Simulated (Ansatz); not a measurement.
Sc2Si: from a trial structure to a relaxed crystal

Theory: DFT PBE, scalar-relativistic, plane waves, PAW in Ansatz. Cutoff 420 eV, Γ-centred k mesh, Gaussian smearing, no spin polarisation in the final step.

The start puts Sc2Si on the cubic Laves (C15) structure type (Fd-3m, No. 227), with Si in place of Mg, Sc in place of Cu, at a guessed volume.

```
CELL_PARAMETERS angstrom
0.00000 3.77912 3.77912
3.77912 0.00000 3.77912
3.77912 3.77912 0.00000
ATOMIC_POSITIONS crystal
Sc 0.62500 0.62500 0.62500
Sc 0.12500 0.62500 0.62500
Sc 0.62500 0.62500 0.12500
Sc 0.62500 0.12500 0.62500
Si 0.00000 0.00000 0.00000
Si 0.25000 0.25000 0.25000
```

Cell and atoms relax at zero pressure; the relaxation can't lower the symmetry of the start. After a coarse first stage the cell is made exact in the group found at 0.06 Å.

Energies over the elements count from the elements' standard structures at the same level, with no empirical corrections.

Task: Which crystal results?

Result: It keeps Fd-3m (No. 227). The result has the cubic Laves (C15) structure. Conventional cell: a = 7.919 Å. Sc has 6 Sc at 2.80 Å and 6 Si at 3.28 Å; Si has 12 Sc at 3.28 Å and 4 Si at 3.43 Å.

```
Sc Si
1.0
     0.00000    3.95972    3.95972
     3.95972    0.00000    3.95972
     3.95972    3.95972    0.00000
Sc Si
4 2
Direct
  0.62500 0.62500 0.62500
  0.12500 0.62500 0.62500
  0.62500 0.62500 0.12500
  0.62500 0.12500 0.62500
  0.00000 0.00000 0.00000
  0.25000 0.25000 0.25000
```

Task: What are its volume, energy, density and gap?

Result: The volume per atom is 20.70 Å³ and the density is 3.16 g/cm³. The energy over the elements is 0.29 eV/atom. The gap on the 8×8×8 mesh is 0 eV (a metal).

The final run used a 8×8×8 mesh on its 6-atom cell and 0.10 eV smearing. The k mesh leaves about 4 meV/atom of noise in metals. Symmetry constrained the relaxation, so the result can be a saddle point. The steps took of the order of 30 core-seconds in all.

Cost: 3 runs of about 0.52 core-minutes in all, on Arm Neoverse V2 (shared hosts).